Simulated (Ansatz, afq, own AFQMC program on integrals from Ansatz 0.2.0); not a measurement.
## P, quartet: AFQMC among the cluster methods

A free P atom.

Basis cc-pVDZ. Only valence electrons are correlated. Ansatz 0.2.0 and our own AFQMC program on the same integrals; the CISD trial comes from CCSD amplitudes, and released means the phaseless constraint is let go. Free AFQMC starts from the CCSD state and is never constrained. Its projection time is finite, and what remains of the start isn't in its error. Uncertainties: one standard error, sampling alone.

Determinant: UHF, the one that the program's search chose, which needn't be the lowest solution.

Full CI on the same integrals is exact in this basis and with this determinant's frozen core.

```
T1 diagnostic                               : 0.0034
weight of the determinant in the CISD state : 0.947
⟨S²⟩ of the determinant                     : 3.750
size of the correlated space                : 5 electrons in 13 orbitals
```

Reference: full CI, correlation energy -2.249 eV. The released energy is read at 1.50 1/Eh (meV from the phaseless value at times in 1/Eh: -0.6 ± 0.5 at 0.24, -1.0 ± 0.4 at 0.50, -1.5 ± 0.4 at 1.00, -1.5 ± 0.3 at 1.50).

```tsv
level	E − E(reference) (meV)	share of correlation (%)
HF	2249.2	0.00
MP2	520.9	76.84
CCSD	37.8	98.32
CCSD(T)	10.2	99.55
CCSDT	2.8	99.88
CCSDT(Q)	0.7	99.97
CCSDTQ	0.0	100.00
ph-AFQMC/HF	-9.5 ± 11.2	100.42
ph-AFQMC/CISD	1.7 ± 0.5	99.92
released AFQMC	0.2 ± 0.3	99.99
free AFQMC	-0.3 ± 0.3	100.01
```

CCSDT and higher add their correlation energy to the determinant of the CCSD(T) run, since their own runs factorise the integrals more tightly (a shift of under 2 meV). Free projections are given only where their last times agree within the noise and don't stop above the reference; a slow remainder of the start can still hide under it. A walk keeps the symmetry of its determinant, which the program's search chose and which needn't be the lowest solution, so a lower state of the same spin and another symmetry isn't excluded. Released energies are given only where the last usable release times agree within the noise; a slower fall can still hide under it.
